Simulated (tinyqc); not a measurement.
UHF in the sto-6g basis, for CH3, spin multiplicity 2, step by step (part 3 of 3). Computed by tinyqc, a small Python program that keeps every step (integrals from PySCF). Command: `OMP_NUM_THREADS=1 python tinyqc.py 30856 30857 out.jsonl` (the two numbers bound the seeds that draw the settings). One thread of a shared host (Intel(R) Xeon(R) Processor @ 2.60GHz), about 0.2 s of CPU time with the checks.

Geometry (angstrom):
```
atom        x        y       z
C      0.0000   0.0000  0.0710
H      1.1050   0.0000  0.0000
H     -0.5520   0.9570  0.0000
H     -0.5520  -0.9570  0.0000
```

## Convergence

Stop when the energy changes by less than 1e-10 hartree and every element of the error matrix X^T (F D S - S D F) X (for each spin) is below 3e-06.

Course of the cycle:
```
iteration  E (hartree)     change  largest element of the error matrix
1           -39.312605          -                             2.31e-01
2           -39.450965  -1.38e-01                             4.98e-02
3           -39.455918  -4.95e-03                             1.37e-02
4           -39.456525  -6.07e-04                             4.54e-03
5           -39.456697  -1.71e-04                             2.10e-03
6           -39.456739  -4.19e-05                             2.17e-04
7           -39.456739  -1.50e-07                             4.28e-05
8           -39.456739  -4.50e-09                             1.28e-05
9           -39.456739  -3.62e-10                             2.17e-07
10          -39.456739  -9.95e-14                             1.35e-08
```

PySCF UHF in the same basis, after a stability check = -39.456739 hartree

Converged in 10 iterations.

## Populations, bond orders and dipole

D(alpha) after iteration 10, lower triangle:
```
          1C 1s   1C 2s   1C 2px   1C 2py   1C 2pz    2H 1s    3H 1s   4H 1s
1C 1s    1.0405
1C 2s   -0.1392  0.5261
1C 2px   0.0000  0.0000   0.3394
1C 2py   0.0000  0.0000   0.0000   0.3393
1C 2pz  -0.0142  0.0799   0.0000   0.0000   0.9911
2H 1s   -0.0463  0.1322   0.2729   0.0000  -0.0341   0.2557
3H 1s   -0.0463  0.1323  -0.1364   0.2362  -0.0341  -0.0733   0.2557
4H 1s   -0.0463  0.1323  -0.1364  -0.2362  -0.0341  -0.0733  -0.0733  0.2557
```

D(beta) after iteration 10, lower triangle:
```
          1C 1s    1C 2s   1C 2px   1C 2py   1C 2pz    2H 1s    3H 1s   4H 1s
1C 1s    1.0320
1C 2s   -0.0972   0.3370
1C 2px   0.0000   0.0000   0.2632
1C 2py   0.0000   0.0000   0.0000   0.2631
1C 2pz   0.0051  -0.0165   0.0000   0.0000   0.0008
2H 1s   -0.0560   0.1511   0.2714   0.0000  -0.0074   0.3479
3H 1s   -0.0560   0.1512  -0.1357   0.2350  -0.0074  -0.0720   0.3478
4H 1s   -0.0560   0.1512  -0.1357  -0.2350  -0.0074  -0.0720  -0.0719  0.3478
```

overlap S, lower triangle:
```
         1C 1s   1C 2s   1C 2px   1C 2py   1C 2pz   2H 1s   3H 1s   4H 1s
1C 1s   1.0000
1C 2s   0.2432  1.0000
1C 2px  0.0000  0.0000   1.0000
1C 2py  0.0000  0.0000   0.0000   1.0000
1C 2pz  0.0000  0.0000   0.0000   0.0000   1.0000
2H 1s   0.0620  0.4815   0.4604   0.0000  -0.0296  1.0000
3H 1s   0.0621  0.4816  -0.2301   0.3989  -0.0296  0.1376  1.0000
4H 1s   0.0621  0.4816  -0.2301  -0.3989  -0.0296  0.1376  0.1375  1.0000
```

Mulliken: Z minus the diagonal of D S on the atom; Loewdin: the same with S^(1/2) D S^(1/2); Mayer order: 2 sum_s sum (D(s) S)_ij (D(s) S)_ji over the two atoms.

Charges (e):
```
atom  Mulliken  Loewdin  Mulliken spin
1C     -0.1634  -0.0873         1.2987
2H      0.0544   0.0291        -0.0996
3H      0.0545   0.0291        -0.0996
4H      0.0545   0.0291        -0.0996
```

Mayer bond orders:
```
pair   order
2-1   0.9745
3-1   0.9745
3-2   0.0063
4-1   0.9745
4-2   0.0063
4-3   0.0063
```

dipole moment about the origin, x y z (debye): -0.0001  0.0000  -0.0854

<S^2> of the determinant (pure state: 0.75) = 0.7672
